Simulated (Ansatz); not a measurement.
doublet PH2: levels of theory in one basis

```xyz
3

H     0.0000    0.3602   -1.1077
P     0.0000   -0.7204    0.0000
H     0.0000    0.3602    1.1077
```

Basis set: def2-SVP (spherical functions). Correlated methods keep 5 orbitals frozen. Correlation on ROHF uses semicanonical orbitals with singles. Charge 0, multiplicity 2.

Computed with Ansatz (development build ahead of 0.2.0); each method stands on the lowest determinant of its kind that the runs found.

| method | E − E(ROHF) (eV) | <S²> of the determinant |
| --- | --- | --- |
| ROHF | 0.00 | 0.75 |
| UHF | -0.12 | 0.76 |
| ROHF-MP2 | -3.03 | – |
| UHF-MP2 | -3.03 | 0.76 |

Problem. What does ROHF-CCSD(T) give on the same scale?

Solution. -3.85 eV.
